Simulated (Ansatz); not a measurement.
# CH₅ (doublet): the correlation ladder at distance C1–H5 along a hydrogen transfer = 1.311 Å, cc-pVTZ

One table from this session's results is given with a row withheld; the runs are named, their logs left out.

Method: cc-pVTZ, core rule «outside noble gas», up to 1 orbitals frozen; program: Ansatz 0.2.0, Gaussian basis.

To be run: UHF; CCSD(T) on ROHF; CCSD(T) on UHF; BCCD(T) on ROHF; CCSDT(Q) on ROHF; CCSDT(Q) on UHF; CASSCF and NEVPT2, 3 electrons in 3 orbitals; CASSCF and NEVPT2, 9 electrons in 9 orbitals.

## What is computed

The geometry derives from fragments relaxed apart (PBE0/def2-TZVP) and kept rigid, so it is no stationary point. A hydrogen atom is moved between rigid fragments.

6 atoms, charge 0, spin multiplicity 2.

Atoms are counted from 1 here; the program's logs count them from 0.

Bond lengths: C1–H2 1.090 Å, C1–H3 1.090 Å, C1–H4 1.090 Å, C1–H5 1.311 Å. Angles: H2–C1–H3 109.5°, H2–C1–H4 109.5°, H2–C1–H5 109.5°, H3–C1–H4 109.5°, H3–C1–H5 109.5°, H4–C1–H5 109.5°.

Set-up of the first run:

in.yaml reads:

```yaml
crystal:
  periodic: [false, false, false]
  atoms:
    - {symbol: C, position_ang: [-0.152126, 0.000000, 0.000000]}
    - {symbol: H, position_ang: [-0.515332, 1.027301, 0.000000]}
    - {symbol: H, position_ang: [-0.515332, -0.513650, 0.889668]}
    - {symbol: H, position_ang: [-0.515332, -0.513650, -0.889669]}
    - {symbol: H, position_ang: [1.158874, 0.000000, 0.000000]}
    - {symbol: H, position_ang: [2.199874, 0.000000, 0.000000]}
basis:
  gaussian: {orbitals: cc-pVTZ}
magnetization: {spin_polarized: true, initial_magnetization: 1}
hamiltonian: {xc: hf}
output: {orbitals: {seedname: orbitals}}
```

Command:

```console
$ ansatz run in.yaml --threads 1 --pin off --events-out ev --progress --plain --max-ram 4096MiB --backend cpu
```

Among the steps run: UHF; CCSD(T) on ROHF; CCSD(T) on UHF; BCCD(T) on ROHF; CCSDT(Q) on ROHF; CCSDT(Q) on UHF; CASSCF and NEVPT2, 3 electrons in 3 orbitals; CASSCF and NEVPT2, 9 electrons in 9 orbitals.

One table of the session follows, with a row left open; its other results are not shown here.

| method | from UCCSDT(Q) (kcal/mol) |
| --- | --- |
| ROHF | +155.91 |
| UHF | +150.03 |
| RMP2 | ? |
| UMP2 | +21.08 |
| RCCSD | +5.15 |
| UCCSD | +4.95 |
| RCCSD(T) | +0.45 |
| UCCSD(T) | +0.49 |
| BCCD(T) | +0.45 |
| RCCSDT | +0.15 |
| UCCSDT | +0.13 |
| RCCSDT(Q) | +0.01 |
| UCCSDT(Q) | 0 |
| CASSCF pair | +138.95 |
| NEVPT2 pair | +19.52 |
| CASSCF valence | +96.62 |
| NEVPT2 valence | +22.05 |

Estimate the missing values for RMP2.

The run gave: from UCCSDT(Q) (kcal/mol): +19.98. In the column «from UCCSDT(Q) (kcal/mol)» it lies between NEVPT2 pair (+19.52) and UMP2 (+21.08).

Caveats from the session: Restricted and unrestricted rows rest on different reference determinants; where their highest levels disagree by more than a few hundredths of an eV, they describe different states and don't form one ladder.
